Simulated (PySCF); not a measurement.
LiAlF4, optimised at PBE/def2-SVP:

```xyz
6

F     -1.2068     1.6205    -0.1620
Al    -0.5653     0.0811    -0.0141
F     -1.6099    -1.2220     0.1059
F      0.6959     0.0174     1.2355
Li     1.9553    -0.2756     0.0279
F      0.7044    -0.2113    -1.2218
```

Computed with PySCF (xtb for GFN2) and rigid-rotor harmonic-oscillator thermochemistry at 1 bar. 6-31G* has spherical d functions here. All species are closed-shell singlets. B3LYP is the form with VWN-RPA correlation.

List the harmonic frequencies (cm⁻¹, unscaled) at this level and at the other levels, each on its own geometry.


- PBE/def2-SVP: 112, 167, 209, 260, 300, 386, 497, 594, 611, 644, 823, 923
- B3LYP/6-31G*: 129, 176, 224, 273, 312, 400, 506, 608, 619, 657, 842, 940
- GFN2-xTB: 86, 133, 179, 233, 252, 337, 404, 528, 537, 576, 764, 874
- HF/6-31G*: 133, 190, 236, 290, 337, 426, 517, 629, 649, 690, 879, 978
- PBE0/def2-TZVP: 102, 173, 214, 264, 309, 395, 476, 587, 608, 644, 819, 914
